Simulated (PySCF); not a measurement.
# C4H4: fields and orbitals

Aim: take C4H4 and treat its π system by CASSCF and NEVPT2, probe its ring current by NICS and localise its valence orbitals.

Computed with PySCF 2.14.0. Level: levels as typed in each script, gas phase, geometry from GFN2-xTB.

## Step 1: The starting structure

SMILES `C=C1C=C1`, 8 atoms, charge 0, spin multiplicity 1.

Bond lengths: C1–C2 1.309 Å, C1–H5 1.077 Å, C1–H6 1.076 Å, C2–C3 1.450 Å, C2–C4 1.450 Å, C3–C4 1.324 Å, C3–H7 1.063 Å, C4–H8 1.063 Å. Angles: C2–C1–H5 121.5°, C2–C1–H6 121.5°, H5–C1–H6 117.0°, C1–C2–C3 152.9°, C1–C2–C4 152.8°, C3–C2–C4 54.3°, C2–C3–C4 62.9°, C2–C3–H7 148.5°, C4–C3–H7 148.7°, C2–C4–C3 62.8°, C2–C4–H8 148.5°, C3–C4–H8 148.7°.

Coordinates:

```mol
C4H4
  3D, bonds by distance, orders not assigned

  8  8  0  0  0  0  0  0  0  0999 V2000
   -1.5796    0.0002    0.0000 C   0  0
   -0.2704   -0.0005    0.0000 C   0  0
    1.0197   -0.6618    0.0000 C   0  0
    1.0198    0.6620    0.0000 C   0  0
   -2.1417    0.9183    0.0000 H   0  0
   -2.1418   -0.9177    0.0000 H   0  0
    1.5730   -1.5700    0.0000 H   0  0
    1.5731    1.5702    0.0000 H   0  0
  1  2  8  0
  2  3  8  0
  3  4  8  0
  1  5  8  0
  1  6  8  0
  3  7  8  0
  4  8  8  0
  2  4  8  0
M  END
```

## Step 2: The π active space (6-311+g**)

The input, input.py:

```python
import numpy as np
from pyscf import gto, scf, dft, mcscf, mrpt
from pyscf.mcscf import avas

def solve(mol, dm0=None, hcore=None):
    mf = scf.ROHF(mol) if mol.spin else scf.RHF(mol)
    mf = mf.density_fit(auxbasis='def2-universal-jkfit')
    mf.conv_tol, mf.max_cycle = 1e-8, 80
    if hcore is not None:
        mf.get_hcore = lambda *args: hcore
    mf.kernel(dm0)
    if not mf.converged:
        mf = mf.newton().run(mf.mo_coeff, mf.mo_occ, max_cycle=30)
    assert mf.converged, 'SCF not converged'
    return mf

mol = gto.M(atom='''
C     -1.57955     0.00019     0.00000
C     -0.27040    -0.00052     0.00000
C      1.01973    -0.66177     0.00000
C      1.01981     0.66197     0.00000
H     -2.14174     0.91830     0.00000
H     -2.14185    -0.91771     0.00000
H      1.57295    -1.57004     0.00000
H      1.57314     1.57018     0.00000
''', basis='6-311+g**', charge=0, spin=0, verbose=4)
mf = solve(mol)
ncas, nel, orbs = avas.avas(mf, ['C 2pz'], threshold=0.5, openshell_option=3)
print('active space', nel, ncas)
assert 2 <= ncas <= 10, 'active space too large or empty'
mc = mcscf.CASSCF(mf, ncas, nel)
mc.natorb, mc.max_cycle_macro = True, 60
mc.fix_spin_(ss=mol.spin / 2 * (mol.spin / 2 + 1))
mc.kernel(orbs)
occ = mc.mo_occ[mc.ncore:mc.ncore + ncas]
print('natural occupations', occ.round(4))
e2 = mrpt.NEVPT(mc).kernel()
out = dict(c=mc.mo_coeff[:, mc.ncore:mc.ncore + ncas], occ=occ, e=mc.e_tot, e2=e2, ehf=mf.e_tot, ok=mc.converged, nel=nel, w0=abs(mc.ci).max() ** 2, dm=mc.make_rdm1())
# the other spin state at the same geometry
other = mol.copy().set(spin=2).build()
mo = scf.ROHF(other).density_fit(auxbasis='def2-universal-jkfit').run()
na = (nel + other.spin) // 2
m2 = mcscf.CASSCF(mo, ncas, (na, nel - na))
m2.natorb = True
m2.fix_spin_(ss=other.spin / 2 * (other.spin / 2 + 1))
m2.kernel(mc.mo_coeff)
e2o = mrpt.NEVPT(m2).kernel()
print('other state above this one / eV: CASSCF', (m2.e_tot - mc.e_tot) * 27.211386, 'NEVPT2', (m2.e_tot + e2o - mc.e_tot - e2) * 27.211386)
np.savez('result.npz', eo=m2.e_tot, e2o=e2o, oko=m2.converged, occo=m2.mo_occ[mc.ncore:mc.ncore + ncas], co=m2.mo_coeff[:, mc.ncore:mc.ncore + ncas], **out)
```

On the command line:

```sh
OMP_NUM_THREADS=1 python input.py
```

## Step 4: Ring currents (B3LYP/6-31+g*)

The input, input.py:

```python
import numpy as np
from pyscf import gto, scf, dft
from pyscf.prop import nmr
from pyscf.data import nist

def solve(mol, dm0=None, hcore=None):
    mf = (dft.UKS if mol.spin else dft.RKS)(mol, xc='b3lyp')
    mf.grids.level = 3
    mf.conv_tol, mf.max_cycle = 1e-8, 80
    if hcore is not None:
        mf.get_hcore = lambda *args: hcore
    mf.kernel(dm0)
    if not mf.converged:
        mf = mf.newton().run(mf.mo_coeff, mf.mo_occ, max_cycle=30)
    assert mf.converged, 'SCF not converged'
    return mf

mol = gto.M(atom='''
C     -1.57955     0.00019     0.00000
C     -0.27040    -0.00052     0.00000
C      1.01973    -0.66177     0.00000
C      1.01981     0.66197     0.00000
H     -2.14174     0.91830     0.00000
H     -2.14185    -0.91771     0.00000
H      1.57295    -1.57004     0.00000
H      1.57314     1.57018     0.00000
''', basis='6-31+g*', charge=0, spin=0, verbose=4)
mf = solve(mol)
vxc = nmr.rks.get_vxc_giao  # smaller grid blocks
nmr.rks.get_vxc_giao = lambda *a, **k: vxc(*a, **{**k, 'max_memory': 300})
calc = nmr.RKS(mf)
calc.cphf = True
nuclei = calc.kernel()
mo1 = calc.mo10
# ring centres and points 1 angstrom above and below them
points = np.array([
    [0.5897, -0.0001, 0.0000],
    [0.5897, -0.0001, 1.0000],
    [0.5897, -0.0001, -1.0000],
]) / nist.BOHR
mol.atom_coord = lambda i, unit='Bohr': points[i]
idx = range(len(points))
sigma = (calc.dia(shielding_nuc=idx) + calc.para(mo10=mo1, shielding_nuc=idx)[0]) * nist.ALPHA**2 * 1e6
for p, t in zip(points, sigma):
    print('NICS at %8.4f %8.4f %8.4f  %8.2f ppm' % (*(p * nist.BOHR), -t.trace() / 3))
occ = mf.mo_coeff[:, mf.mo_occ > 0]
dm1 = np.array([mf.mo_coeff @ (2 * x) @ occ.T for x in mo1])
np.savez('result.npz', sigma=sigma, nuclei=nuclei, dm0=mf.make_rdm1(), dm1=dm1, e=mf.e_tot, eps=mf.mo_energy, occ=mf.mo_occ)
```

## Step 6: Localised orbitals (PBE/cc-pvdz)

The input, input.py:

```python
import numpy as np
from pyscf import gto, scf, dft, lo
from pyscf.data.elements import chemcore

def solve(mol, dm0=None, hcore=None):
    mf = (dft.UKS if mol.spin else dft.RKS)(mol, xc='pbe')
    mf.grids.level = 3
    mf = mf.density_fit(auxbasis='def2-universal-jkfit')
    mf.conv_tol, mf.max_cycle = 1e-8, 80
    if hcore is not None:
        mf.get_hcore = lambda *args: hcore
    mf.kernel(dm0)
    if not mf.converged:
        mf = mf.newton().run(mf.mo_coeff, mf.mo_occ, max_cycle=30)
    assert mf.converged, 'SCF not converged'
    return mf

mol = gto.M(atom='''
C     -1.57955     0.00019     0.00000
C     -0.27040    -0.00052     0.00000
C      1.01973    -0.66177     0.00000
C      1.01981     0.66197     0.00000
H     -2.14174     0.91830     0.00000
H     -2.14185    -0.91771     0.00000
H      1.57295    -1.57004     0.00000
H      1.57314     1.57018     0.00000
''', basis='cc-pvdz', charge=0, spin=0, verbose=4)
mf = solve(mol)
occ_all = mf.mo_coeff[:, mf.mo_occ > 0]
occ = occ_all[:, chemcore(mol):]
loc = lo.ibo.ibo(mol, occ, iaos=lo.iao.iao(mol, occ_all))
fock, s = mf.get_fock(), mf.get_ovlp()
ortho = lo.orth_ao(mol, 'meta_lowdin')
ortho = lo.vec_lowdin(lo.iao.iao(mol, occ_all), s)
labels = lo.iao.reference_mol(mol).ao_labels(fmt=None)
vir = lo.vvo.livvo(mol, occ_all, mf.mo_coeff[:, mf.mo_occ == 0])
both = np.hstack([loc, vir])
p = (ortho.T @ s @ both) ** 2
pop = np.array([p[[l[0] == a for l in labels]].sum(0) for a in range(mol.natm)])
spd = np.array([[p[[l[0] == a and l[2][-1] == k for l in labels]].sum(0) for k in 'spd'] for a in range(mol.natm)])
eps = np.einsum('pi,pq,qi->i', both, fock, both)
for i in np.argsort(eps):
    top = np.argsort(-pop[:, i])[:3]
    print('%3d %s %9.4f Eh ' % (i + 1, 'occ' if i < loc.shape[1] else 'vir', eps[i]), '  '.join('%s%d %.3f' % (mol.atom_symbol(a), a + 1, pop[a, i]) for a in top))
np.savez('result.npz', c=both, nocc=loc.shape[1], pop=pop, spd=spd, eps=eps, e=mf.e_tot)
```

(Steps that only read results are left out.)

Q: Predict the outcome of this session. Wanted: triplet less singlet, CASSCF and NEVPT2; weight of the leading determinant; NICS(1)zz, 3-membered ring C2/C3/C4.

**Answer**, as computed:

| quantity | value |
| --- | --- |
| triplet less singlet, CASSCF and NEVPT2 (6-311+g**) | +3.58 and +3.64 eV |
| weight of the leading determinant | 0.93 |
| NICS(1)zz, 3-membered ring C2/C3/C4 (B3LYP/6-31+g*) | -11.2 ppm |
| localised occupied orbitals above −45 eV (PBE/cc-pvdz) | 10 |

**Reading.** The 3-membered ring C2/C3/C4 is shielded above its centre; in such a ring the values come largely from σ bonds and don't measure π aromaticity. The geometry was not optimised at these levels.
